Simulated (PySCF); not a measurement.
methanethiol (CH4S), SMILES CS. Geometry: ωB97X-D3(BJ)/def2-TZVP.

TDDFT-CAM-B3LYP/def2-TZVPD in PySCF puts the lowest singlet excitations at 5.29, 5.99, 6.87, 7.12, 7.14, 7.93 eV.

What are the lowest excitation roots from ADC(2)/aug-cc-pVDZ (PySCF)? (An estimate is asked for; the answer gives what the named calculation found.)

5.43, 6.10, 6.89, 7.05, 7.10, 8.07 eV. S1 differs by 0.14 eV (second minus first; roots are paired by order, and the bases may differ).
